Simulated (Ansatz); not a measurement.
Relaxed structures of CH$_{4}$S, singlet (PBE0-D4/def2-TZVP; forces vanish, vibrations not checked; lower isomers may exist, and structures with a doubtful reference or unclear bonds are left out; Å). Computed with Ansatz 0.2.0 (basis: def2-TZVPP); correlated methods freeze the cores.

Task: Rank them by CCSD(T) energy, lowest first, and give each one's height above the lowest. Links in brackets join atoms within 1.22 times the sum of their covalent radii (1.1 for two metals). (An estimate is asked for; the value comes from the calculation.)
A.
CH₄S ([CH3][SH])
```
6
angstrom
C -0.1447 -0.2824 -0.3751
S 0.5651 0.0418 1.2539
H -1.1836 0.0404 -0.4300
H -0.1094 -1.3632 -0.5118
H 0.4391 0.1866 -1.1662
H 0.4336 1.3768 1.2291
```
B.
CH₄S ([CH2][SH2])
```
6
angstrom
C 0.1064 -0.4352 -0.3931
S 0.3040 -0.1961 1.2049
H 1.6025 -0.3801 1.6374
H -0.6711 -1.1410 -0.6325
H 0.7455 -0.0029 -1.1450
H 0.4055 1.1379 1.5202
```
C.
CH₄S ([CH][SH3])
```
6
angstrom
C 0.5326 0.0535 1.1846
S -0.0825 -0.1894 -0.2194
H -1.4138 0.0216 -0.6960
H -0.0953 -1.5078 -0.5094
H 0.3920 0.1842 -1.5153
H 0.5902 1.0867 1.5166
```

Result: The calculation gives: A (0.000 eV), B (2.852 eV), C (6.489 eV). Heights count from the lowest.

No T1 diagnostic of these runs exceeds 0.020.

For scale, one of the runs: CCSD(T)/def2-TZVPP, 129 basis functions, launched by `ansatz run in.yaml --threads 2 --pin off --events-out ev --progress --plain --max-ram 4352MiB`. Hardware: 2 CPU threads of an Intel Xeon 6975P-C, shared host. Wall time 4 s; peak host memory 0.67 GiB.
